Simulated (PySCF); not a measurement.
**Reproducing measurements on ClF**

**The experiment to reproduce.**

NIST CCCBDB Release 22 (SRD 101), experimental dipoles lists, for the gas: dipole moment (microwave Stark effect) 0.88 D.

From Liu, Meijer, Perez-Rios, Phys. Chem. Chem. Phys. 22 (2020) 24191, for the gas: dipole moment 0.85 D.

NIST CCCBDB lists, for the gas: vertical first ionisation energy 12.77 eV.

The results are set against them at the end.

Species: ClF.
Atom-mapped SMILES: `[F:1][Cl:2]`

Structure used (PBE0-D3(BJ)/def2-SVP), in Å, numbered top down from 1:
```xyz
2
ClF angstrom
F     -0.7010    0.3281   -0.1122
Cl     0.7452   -0.4184    0.1183
```

Runs made with PySCF (gas phase, on this PBE0-D3(BJ)/def2-SVP geometry; no spin–orbit coupling):

```tsv
level	job	basis functions
PBE0-D3(BJ)/def2-SVP, grid level 1	geometry optimisation from an MMFF94s start shaken at random	32
CAM-B3LYP/def2-SVPD	10 singlets by full TDDFT, 4 Tamm–Dancoff triplets, polarisability, ΔSCF ions	50
BHandHLYP/def2-SVPD	10 singlets by full TDDFT, 4 Tamm–Dancoff triplets, polarisability, ΔSCF ions	50
HF/def2-SVPD	10 singlets by TDHF, 4 Tamm–Dancoff triplets, polarisability, ΔSCF ions	50
LDA/def2-SVPD	10 singlets by full TDDFT, 4 Tamm–Dancoff triplets, polarisability, ΔSCF ions	50
PBE0/def2-SVPD	10 singlets by full TDDFT, 4 Tamm–Dancoff triplets, polarisability, ΔSCF ions	50
PBE0/aug-cc-pVDZ	10 singlets by full TDDFT, 4 Tamm–Dancoff triplets, polarisability	50
PBE0/aug-cc-pVTZ	10 singlets by full TDDFT, 4 Tamm–Dancoff triplets, polarisability	96
PBE0/def2-TZVPD	10 singlets by full TDDFT, 4 Tamm–Dancoff triplets, polarisability	86
BHandHLYP/aug-pcX-1 (pcseg-1 on H, def2-SVPD on Cl)	K-edge TDA, 8 lines	60
B3LYP/aug-cc-pVTZ-J	spin–spin couplings from 1 perturbed nucleus	114
B3LYP/def2-TZVP	spin–spin couplings from 1 perturbed nucleus	68
B3LYP/def2-SVPD	10 singlets by full TDDFT, 4 Tamm–Dancoff triplets, polarisability, ΔSCF ions	50
LC-wPBE/def2-SVPD	10 singlets by full TDDFT, 4 Tamm–Dancoff triplets, polarisability, ΔSCF ions	50
PBE/def2-SVPD	10 singlets by full TDDFT, 4 Tamm–Dancoff triplets, polarisability, ΔSCF ions	50
wB97X-D/def2-SVPD	10 singlets by full TDDFT, 4 Tamm–Dancoff triplets, polarisability, ΔSCF ions	50
```

Results beside the measurements:

**Dipole moment.** Measured: 0.88 D (NIST CCCBDB Release 22 (SRD 101), experimental dipoles) and 0.85 D (Liu, Meijer, Perez-Rios, Phys. Chem. Chem. Phys. 22 (2020) 24191). Differences are taken against the first.

| level | computed (D) | computed − measured (D) | % (from the printed values) |
| --- | --- | --- | --- |
| PBE0-D3(BJ)/def2-SVP | 1.15 | +0.27 | +31 |
| CAM-B3LYP/def2-SVPD | 1.03 | +0.15 | +17 |
| BHandHLYP/def2-SVPD | 1.10 | +0.22 | +25 |
| HF/def2-SVPD | 1.25 | +0.37 | +42 |
| LDA/def2-SVPD | 0.88 | 0.00 | 0 |
| PBE0/def2-SVPD | 0.94 | +0.06 | +7 |
| PBE0/aug-cc-pVDZ | 0.88 | 0.00 | 0 |
| PBE0/aug-cc-pVTZ | 0.88 | 0.00 | 0 |
| PBE0/def2-TZVPD | 0.88 | 0.00 | 0 |
| BHandHLYP/aug-pcX-1 (def2-SVPD on Cl) | 1.04 | +0.16 | +18 |
| B3LYP/aug-cc-pVTZ-J | 0.91 | +0.03 | +3 |
| B3LYP/def2-TZVP | 1.01 | +0.13 | +15 |

12 of the 26 levels run are shown, the closest and the furthest among them. The computed dipoles belong to one fixed geometry; measured ones are averaged over vibrations unless marked μe. Magnitudes are compared, not signs.

**Vertical first ionisation energy.** Measured: 12.77 eV (NIST CCCBDB).

| level | computed (eV) | computed − measured (eV) |
| --- | --- | --- |
| ΔSCF CAM-B3LYP/def2-SVPD | 13.03 | +0.26 |
| ΔSCF B3LYP/def2-SVPD | 12.94 | +0.17 |
| ΔSCF BHandHLYP/def2-SVPD | 13.06 | +0.29 |
| ΔSCF LC-wPBE/def2-SVPD | 13.08 | +0.31 |
| ΔSCF LDA/def2-SVPD | 12.85 | +0.08 |
| ΔSCF PBE/def2-SVPD | 12.63 | -0.14 |
| ΔSCF PBE0/def2-SVPD | 12.93 | +0.16 |
| ΔSCF wB97X-D/def2-SVPD | 13.05 | +0.28 |
| −ε(HOMO) CAM-B3LYP/def2-SVPD | 11.15 | -1.62 |
| −ε(HOMO) B3LYP/def2-SVPD | 9.39 | -3.38 |
| −ε(HOMO) BHandHLYP/def2-SVPD | 11.21 | -1.56 |
| −ε(HOMO) HF/def2-SVPD | 13.64 | +0.87 |

Closest is ΔSCF LDA/def2-SVPD (+0.08 eV), furthest ΔSCF LC-wPBE/def2-SVPD (+0.31 eV); one molecule doesn't rank methods. The computed energies are vertical. Orbital energies are listed beside them and aren't ranked. Spin–orbit splitting of the ion isn't included.

The geometry is computed, not the measured one. Where a level misses, the cause wasn't examined.
